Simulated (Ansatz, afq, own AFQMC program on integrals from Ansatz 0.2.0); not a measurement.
AFQMC, coupled cluster and functionals along a coordinate of Be2H2, singlet

```json
{"atom": "Be", "x (Å)": "0.0000", "y (Å)": "0.0000", "z (Å)": "1.0527"}
{"atom": "Be", "x (Å)": "0.0000", "y (Å)": "0.0000", "z (Å)": "-1.0527"}
{"atom": "H", "x (Å)": "0.0000", "y (Å)": "0.0000", "z (Å)": "2.4002"}
{"atom": "H", "x (Å)": "0.0000", "y (Å)": "0.0000", "z (Å)": "-2.4002"}
```

The Be1–Be2 distance is changed with both sides rigid. Energies in kJ/mol count from this geometry (2.106 Å) at the same level; the start stands on RHF, each point on the determinant named.

Basis cc-pVDZ. Only valence electrons are correlated. Ansatz 0.2.0 and our own AFQMC program on the same integrals; the CISD trial comes from CCSD amplitudes, and released means the phaseless constraint is let go. ± is one standard error of the sampling.

Cautions, each for one point or more: cluster runs in doubt by the program's own checks; higher spins were not checked; restricted determinant unstable towards unrestricted; strong correlation; the ph-AFQMC/CISD walk drifts between its halves; unrestricted determinant spin contaminated; walk and cluster series may follow different spin states.

```csv
r(Be1–Be2) / Å,det.,T1,weight,⟨S²⟩,CCSD(T),ph-AFQMC/CISD,released AFQMC,FCI,CCSDT(Q),CCSD,B2PLYP
1.909,RHF,0.007,0.91,pure,18.4,19.9 ± 0.5,18.9 ± 0.6,18.4,18.4,18.4,16.7
2.274,RHF,0.007,0.92,pure,8.8,9.0 ± 0.6,–,8.7,8.7,8.8,9.6
2.960,RHF,0.012,0.91,pure,123.7,123.1 ± 0.5,123.2 ± 0.7,123.0,123.0,124.7,126.0
3.957,RHF,0.031,0.81,pure,259.3,260.0 ± 1.1,258.2 ± 1.7,256.6,256.7,266.1,272.6§
5.689,UHF‡¶,0.014,0.94,1.00,298.1,299.0 ± 0.4,298.0 ± 0.6*,–,298.1,296.6,296.7§
```

Weight is that of the determinant in the CISD state; at the start T1 is 0.007 and the weight 0.92. ¶ marks points with a poor determinant and no full CI, where no value is sure; they don't count among the departures. An asterisk marks released energies that aren't shown to be converged. A double dagger marks points where the walks on two determinants ended up to 7.0 kJ/mol apart; the lower is shown. Symmetry can't show for every point that it stays on the start's state. A dash marks a missing value, a released energy that hasn't settled or a functional that sits on another state. § marks a functional whose ⟨S²⟩ is too high by over 0.1. Largest departures from full CI where it is shown: CCSD(T) 2.7 kJ/mol at 3.957 (on RHF), ph-AFQMC/CISD 3.4 kJ/mol at 3.957 (on RHF), released AFQMC 1.6 kJ/mol at 3.957 (on RHF) (within the noise), CCSDT(Q) 0.1 kJ/mol at 3.957 (on RHF), CCSD 9.5 kJ/mol at 3.957 (on RHF), B2PLYP 3.1 kJ/mol at 2.960. Functionals count only at points shown to share the start's state and spin. In this small basis the wave-function levels are far from their limit, so their gap to the functionals isn't the functionals' error.

Some points may be missing: those where a free walk finds a much lower state, and past Zn most of those on another determinant than at the start.

CCSDT and higher add their correlation energy to the determinant of the CCSD(T) run, since their own runs factorise the integrals more tightly (a shift of under 2 meV). A walk keeps the symmetry of its determinant, which the program's search chose and which needn't be the lowest solution, so a lower state of the same spin and another symmetry isn't excluded.
